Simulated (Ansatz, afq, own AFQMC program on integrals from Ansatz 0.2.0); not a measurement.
**CH5ClGeO, singlet: AFQMC among the cluster methods**

```yaml
atoms:
  - { symbol: C, position_ang: [-0.2639, 1.1686, -0.3515] }
  - { symbol: Ge, position_ang: [-0.2554, -0.6465, 0.3237] }
  - { symbol: O, position_ang: [1.3046, -1.1011, 1.0279] }
  - { symbol: Cl, position_ang: [-0.6404, -1.9528, -1.3708] }
  - { symbol: H, position_ang: [-1.2519, 1.4069, -0.7710] }
  - { symbol: H, position_ang: [-0.0388, 1.8724, 0.4633] }
  - { symbol: H, position_ang: [0.4897, 1.2810, -1.1440] }
  - { symbol: H, position_ang: [-1.2795, -0.9586, 1.4178] }
  - { symbol: H, position_ang: [2.0242, -1.1166, 0.3875] }
```

Basis def2-TZVP. Only valence electrons are correlated. AFQMC by an in-house program on the Cholesky factors that Ansatz 0.2.0 writes for its CCSD(T) run. ph-AFQMC/CISD is guided by a CISD state made of CCSD amplitudes; releasing the constraint for a short imaginary time cuts its bias at the price of noise, slowly where states lie close. Error bars are statistical, one sigma. No spin–orbit coupling.

Determinant: RHF, the one that the program's search chose, which needn't be the lowest solution. The geometry is a PBE0/def2-SVP stationary point of this or a neighbouring charge and spin state.

No full CI on the walks' own integrals is used here. The released AFQMC energy serves as the reference, which it does only where one determinant dominates, the energy is flat over the last release times and near the phaseless one (40 meV or 2 meV an electron, half that with transition metals). On small molecules, where full CI could be run and the noise was under 10 meV, such values lay within 10 meV of it in 19 cases of 20, a flattering rate, since the rule was set on those same cases; what remains of the bias isn't in the error bar.

Cautions: no relativity below Rb; no spin-orbit coupling; inner d shell frozen; the released value is read at 0.90 1/Eh with a noise of 21 meV, more than in the cases checked (meV from the phaseless value at times in 1/Eh: 3 ± 18 at 0.21, 21 ± 24 at 0.42, 43 ± 30 at 0.63, 21 ± 21 at 0.90).

The T1 diagnostic is 0.0102. The weight of the determinant in the CISD state is 0.785 and the size of the correlated space is 26 electrons in 156 orbitals.

Reference: AFQMC with the constraint released, correlation energy -21.328 ± 0.021 eV.

```tsv
level	E − E(reference) (mEh)	share of correlation (%)
HF	783.79 ± 0.75	0.00
MP2	72.09 ± 0.75	90.80
CCSD	29.20 ± 0.75	96.28
CCSD(T)	0.83 ± 0.75	99.89
ph-AFQMC/CISD	-0.76 ± 1.10	100.10
```

Released energies are given only where the last usable release times agree within the noise; a slower fall can still hide under it.
